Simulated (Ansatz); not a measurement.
A nudged elastic band was laid between two geometries of BFH2 + H3P (8 atoms, charge 0, multiplicity 1).

Computed with Ansatz 0.2.0, RHF/def2-SVP.

```yaml
movable_images: 5
climbing_image: yes
spring: 5.0 eV/Å²
optimiser: quadratic models (default)
start_path: through a guess of the saddle point
force_threshold: 0.03 eV/Å
iteration_limit: 60
end_points: relaxed
```

First end point:

```xyz
8
Properties=species:S:1:pos:R:3
B -0.025 0.698 -0.132
F -0.047 0.981 1.148
H 1.038 0.632 -0.678
H -1.069 0.521 -0.689
P 0.212 -3.350 1.183
H -0.568 -3.048 0.044
H 1.434 -2.907 0.629
H -0.071 -2.144 1.862
```

Last end point:

```xyz
8
Properties=species:S:1:pos:R:3
B 0.158 -0.524 -0.481
F -0.311 0.369 2.536
H 1.151 0.129 -0.604
H -0.900 -0.106 -0.849
P 0.237 -2.187 0.451
H -0.683 -3.006 -0.224
H 1.447 -2.763 0.030
H -0.194 -0.528 2.508
```

(1) Which bonds break or form, and what moves?

(2) Give the energies along the band, and the barrier.

(3) What is the geometry of the highest image?

## Answers

(1) Bonds broken: B1–F2, P5–H8. Bonds formed: B1–P5, F2–H8. BFH2 + H3P becomes BH4P + FH.

(2) It converged. The highest image is number 4 of 0 to 6, 2.52 eV above the first end and 1.14 eV above the last; the last end lies 1.37 eV above the first. The profile has 2 maxima (images 2, 4) with wells between them (image 3): this band takes more than one step, which may be the mechanism or a detour left from its start path. Neighbouring images differ by up to 2.1 eV, so the band resolves the path poorly. A vibrational analysis at the climbing image gives one clearly imaginary mode, 1734i cm⁻¹: a first-order saddle point. The orbitals stay closed-shell, which can raise the energy where a bond breaks towards radicals; this wasn't checked here.

```tsv
image	path coordinate (Å)	energy (eV)	B1–F2 (Å)	P5–H8 (Å)	B1–P5 (Å)
0	0.00	0.00	1.31	1.41	4.26
1	0.92	0.03	1.31	1.41	3.69
2	1.84	1.18	1.33	1.37	2.83
3	2.76	0.39	1.38	1.40	2.19
4	3.67	2.52	1.62	1.68	2.01
5	4.51	1.53	2.35	2.27	1.93
6	5.35	1.37	3.18	2.68	1.91
```

(3) 
```xyz
8
Properties=species:S:1:pos:R:3
B 0.062 -0.198 -0.009
F -0.168 0.144 1.553
H 1.100 0.298 -0.344
H -0.951 0.057 -0.594
P 0.219 -2.118 0.551
H -0.735 -3.024 0.084
H 1.440 -2.767 0.350
H -0.061 -1.007 1.775
```

The run took 2.1 min on 1 thread of Arm Neoverse N1, with other jobs on the host, peak memory 0.13 GiB.
